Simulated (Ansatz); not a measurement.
# Al₂H₄O: basis-set convergence

An exercise on one series of results from a longer session: the logs are not shown, and one member is left open.

Method: one geometry, several basis sets; program: Ansatz 0.2.0, Gaussian basis.

Plan: PBE0-D4/def2-SVP; ωB97M-V/def2-SVP; PBE0-D4/def2-QZVPP; ωB97M-V/def2-QZVPP; the functionals' def2-TZVPP values are taken from earlier runs.

**Structure used throughout**

The geometry comes from an earlier relaxation with PBE0-D4 in a triple-zeta def2 set; it is a stationary point, not always the lowest conformer.

SMILES `[OH][AlH][AlH2]`, 7 atoms, charge 0, spin multiplicity 1.

Atoms are counted from 1 here; the program's logs count them from 0.

Bond lengths: O1–Al2 1.706 Å, O1–H4 0.957 Å, Al2–Al3 2.587 Å, Al2–H5 1.598 Å, Al3–H6 1.595 Å, Al3–H7 1.595 Å. Angles: Al2–O1–H4 123.0°, O1–Al2–Al3 113.9°, O1–Al2–H5 117.2°, Al3–Al2–H5 128.9°, Al2–Al3–H6 121.9°, Al2–Al3–H7 121.9°, H6–Al3–H7 116.2°.

The first run:

The input, in.yaml:

```yaml
crystal:
  periodic: [false, false, false]
  atoms:
    - {symbol: O, position_ang: [-1.761142, -0.901764, -0.372930]}
    - {symbol: Al, position_ang: [-0.424051, 0.060226, -0.815782]}
    - {symbol: Al, position_ang: [1.332174, 0.339367, 1.062632]}
    - {symbol: H, position_ang: [-2.486374, -1.090704, -0.967632]}
    - {symbol: H, position_ang: [-0.413066, 0.659674, -2.297365]}
    - {symbol: H, position_ang: [2.554984, -0.670254, 1.230417]}
    - {symbol: H, position_ang: [1.258574, 1.535355, 2.114761]}
basis:
  gaussian: {orbitals: def2-SVP}
hamiltonian: {xc: pbe0, dispersion: d4}
output: {orbitals: {seedname: orbitals}}
```

Command:

```sh
> ansatz run in.yaml --threads 2 --pin off --events-out ev --progress --plain --max-ram 4352MiB
```

Among the steps run: PBE0-D4 in def2-SVP; ωB97M-V in def2-SVP; PBE0-D4 in def2-QZVPP; ωB97M-V in def2-QZVPP.

One of the session's tables, all rows but one given; the rest of the session is left out.

It belongs to the step «Functionals by basis». 

```
functional       basis  HOMO (eV)  LUMO (eV)
   PBE0-D4    def2-SVP      -6.90      -2.04
   PBE0-D4  def2-TZVPP      -6.93      -2.08
   PBE0-D4  def2-QZVPP      -6.94      -2.10
   ωB97M-V    def2-SVP      -8.78      -0.33
   ωB97M-V  def2-TZVPP          ?          ?
   ωB97M-V  def2-QZVPP      -8.87      -0.56
```

Q: Estimate the row for ωB97M-V, def2-TZVPP from the others.

The run gave: HOMO (eV): -8.85; LUMO (eV): -0.44. In the column «HOMO (eV)» it lies between ωB97M-V, def2-QZVPP (-8.87) and ωB97M-V, def2-SVP (-8.78).
